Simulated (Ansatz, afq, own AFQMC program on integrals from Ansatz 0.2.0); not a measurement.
AlNH2, singlet: AFQMC among the cluster methods

```json
{"atom": "Al", "x (Å)": "0.0000", "y (Å)": "0.0000", "z (Å)": "0.5638"}
{"atom": "N", "x (Å)": "0.0000", "y (Å)": "0.0000", "z (Å)": "-0.8752"}
{"atom": "H", "x (Å)": "0.0000", "y (Å)": "0.8223", "z (Å)": "-1.4647"}
{"atom": "H", "x (Å)": "0.0000", "y (Å)": "-0.8223", "z (Å)": "-1.4647"}
```

Connectivity, by distances: Al–NH2.

Basis cc-pVDZ. Noble-gas cores (and the filled d shells of Ga–Kr and In–Xe) are frozen. Ansatz 0.2.0 and our own AFQMC program on the same integrals; the CISD trial comes from CCSD amplitudes, and released means the phaseless constraint is let go. Free projection: walkers drawn from exp(T), propagated without any constraint. Its projection time is finite, and what remains of the start isn't in its error. Uncertainties: one standard error, sampling alone.

Determinant: UHF, the one that the program's search chose, which needn't be the lowest solution. The geometry is a point of a scan.

No full CI on the walks' own integrals is used here; CCSDT(Q) serves as the reference and is uncertain by about the last step of the cluster series.

Cautions: the determinant is a saddle point among determinants of its kind.

* T1 diagnostic: 0.0123
* weight of the determinant in the CISD state: 0.883
* ⟨S²⟩ of the determinant: 0.000
* size of the correlated space: 10 electrons in 36 orbitals

Reference: CCSDT(Q), correlation energy -6.822 eV. The released energy is read at 2.40 1/Eh (meV from the phaseless value at times in 1/Eh: -14 ± 14 at 0.24, 4 ± 12 at 0.51, 13 ± 12 at 0.99, 5 ± 14 at 1.62, 3 ± 18 at 2.40).

```tsv
level	E − E(reference) (meV)	share of correlation (%)
HF	6822.3	0.00
MP2	820.0	87.98
CCSD	189.5	97.22
CCSD(T)	28.1	99.59
CCSDT	15.4	99.77
ph-AFQMC/HF	18.6 ± 63.1	99.73
ph-AFQMC/CISD	4.3 ± 10.3	99.94
released AFQMC	7.8 ± 17.8	99.89
free AFQMC	13.3 ± 12.9	99.81
```

Free projections are given only where their last times agree within the noise and don't stop above the reference; a slow remainder of the start can still hide under it. A walk keeps the symmetry of its determinant, which the program's search chose and which needn't be the lowest solution, so a lower state of the same spin and another symmetry isn't excluded. Released energies are given only where the last usable release times agree within the noise; a slower fall can still hide under it.
